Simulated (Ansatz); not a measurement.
# Relaxing Pt3Pb

Level of theory: DFT r2SCAN, scalar-relativistic, plane waves, PAW (Ansatz 0.2.0).

The start is a database structure of Pt3Pb, space group Pm-3m (No. 221).

The final relaxation ran on this input, with the default PAW datasets:

```yaml
crystal:
  lattice:
    - [4.0931985905, 0.0, 0.0]
    - [0.0, 4.0931985905, 0.0]
    - [0.0, 0.0, 4.0931985905]
  atoms:
    - { symbol: Pt, position: [0.0, 0.5, 0.5] }
    - { symbol: Pt, position: [0.5, 0.0, 0.5] }
    - { symbol: Pt, position: [0.5, 0.5, 0.0] }
    - { symbol: Pb, position: [0.0, 0.0, 0.0] }
basis:
  ecutwfc: 500
kpoints:
  mp_grid: { grid: [12, 12, 12] }
hamiltonian:
  xc: r2scan
scf:
  occupations: { method: gaussian, width: 0.1 }
output:
  forces: true
  stress: true
  eigenvalues: true
relax:
  adjacent_minimum: "off"
  f_tol: 0.01
  max_steps: 80
  cell: { stress_tol: 0.05 }
```

Launched as:

```bash
ansatz run input.yaml --threads 1 --pin off --max-ram 2560MiB --backend cpu --events-out ev --progress --plain --runs-dir out
```

It took 71 s on 1 thread of Arm Neoverse V1 (shared host), peak memory 0.61 GiB.

The program printed at the end:

```
SCF converged after 6 iterations
Free energy (F): -49531.694157 eV
Harris-Foulkes:  -49531.694157 eV  (|F-HF|=7.28e-12)
Internal energy: -49531.688744 eV  (E = F + TS)
E sigma→0 (E₀):  -49531.691451 eV
Entropy (-TS):   -0.005412 eV (-1.353 meV/atom)
Fermi energy:    20.350081 eV
--- Per-component energies (eV) ---
  E_band       = -498.355598
  E_kinetic    = 2210.603925
  E_local      = -5649.276902  (includes V_loc(G=0)·N_el)
  E_nonlocal   = 961.945955
  E_hartree    = 2154.789438
  E_xc         = -957.321300
  E_vxc        = -1156.483598  (∫ρ·V_xc dr)
  E_paw        = -38882.378485  (= ΣΔE_a)
  E_vpaw       = -1250.056003  (= ΣTr[D̂ρ^β])
  E_aug_tail   = 0.000475  (compensation charges beyond the density's cutoff)
  E_vtau       = 75.331784  (kinetic-family band-sum trace: ∫τ·v_τ [+ j·A + Jᵃ·Aᵃ] dr)
  E_ewald      = -9370.322869
  E_core_change = 0.271019  (= ΣΔE_core)
  E_smearing   = -0.005412  (= −TS)
  E_closure    = 0.000000  (closes the sum)
  Σ components = -49531.694157   (vs F -49531.694157, Δ=0.00e0)
--- Forces (eV/Å), atoms counted from 1 ---
  atom   1  Pt     0.00000000     0.00000000     0.00000000
  atom   2  Pt     0.00000000     0.00000000     0.00000000
  atom   3  Pt     0.00000000     0.00000000     0.00000000
  atom   4  Pb     0.00000000     0.00000000     0.00000000
  max |Σ_I F_I| component: 1.65e-27 eV/Å
--- Stress (GPa, compression-positive) ---
        0.015564       0.000000       0.000000
        0.000000       0.015564       0.000000
        0.000000       0.000000       0.015564
  P = ⅓ Tr σ = 0.0156 GPa (0.156 kbar)
--- Relaxed structure (1 steps of the walk, 1 accepted, 1 SCFs on fresh bases) ---
  F+E_penalty+E_count = -49531.69415668 eV   max|allowed force component| = 4.444e-28 eV/Å   (the final SCF, on the basis selected at the relaxed cell)
  cell:  # Å, volume = 68.5786 Å³
    - [4.093199, 0.0, 0.0]
    - [0.0, 4.093199, 0.0]
    - [0.0, 0.0, 4.093199]
  atoms:
    - { symbol: Pt, position: [0.0, 0.500000, 0.500000] }
    - { symbol: Pt, position: [0.500000, 0.0, 0.500000] }
    - { symbol: Pt, position: [0.500000, 0.500000, 0.0] }
    - { symbol: Pb, position: [0.0, 0.0, 0.0] }
```

Total energies depend on the potentials used, so only differences within one code and one set of settings carry meaning.

The result has space group Pm-3m (No. 221). Pt is coordinated by 4 Pb at 2.89 Å and 8 Pt at 2.89 Å; Pb is coordinated by 12 Pt at 2.89 Å.

Against the elements it lies at -0.12 eV/atom. The zero of energy is the elements' standard structures at the same level; no fitted shifts are applied.

The k mesh leaves about 4 meV/atom of noise in metals. Spin–orbit coupling is left out.

Symmetry constrained the relaxation, so the result can be a saddle point.